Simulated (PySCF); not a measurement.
Gas-phase reaction: SiOF₂ + Si(OH)₄ = SiO(OH)₂ + SiF₂ + H₂O₂

Method: PySCF energies (xtb for GFN2) plus ideal-gas RRHO corrections (1 bar). S°(298 K) at PBE0/def2-TZVP differs from the NASA 1993 table for H₂O₂ (-8 J/mol/K); whether the harmonic model or the table's entry is off was not settled. † marks an energy on the PBE0/def2-TZVP geometry and frequencies; other levels use their own. 6-31G* has spherical d functions here. All species are closed-shell singlets. B3LYP is the form with VWN-RPA correlation. No R ln 2 is added for the mirror-image form of H₂O₂. SiOF₂, SiO(OH)₂: computed as isolated molecules; such fragments, hydroxides, amides, oligomers or adducts are transient or little studied in the gas. The harmonic model lacks anharmonicity and excited electronic states, which grow with temperature; levels with a mode under 35 cm⁻¹ are left out. Internal rotation in Si(OH)₄, SiO(OH)₂, H₂O₂ is treated as a harmonic vibration of one conformer, which makes the entropy rough. Warning, point group unlike the PBE0 one: H₂O₂ (GFN2-xTB).

```csv
level,"ΔE electronic, kJ","ΔH°(298 K), kJ","ΔS°(298 K), J/K","ΔG°(1600 K), kJ"
B3LYP/6-31G*,606,600,172,345
GFN2-xTB,602,595,167,349
M06-2X/def2-TZVP†,685,680,169,431
PBE/def2-SVP,590,584,169,334
PBE/def2-TZVP†,610,605,169,357
PBE0/def2-TZVP,652,647,169,398
LDA/def2-TZVP†,665,660,169,411
```
ΔH° is lowest at PBE/def2-SVP and highest at M06-2X/def2-TZVP†. No reference value is set beside these.
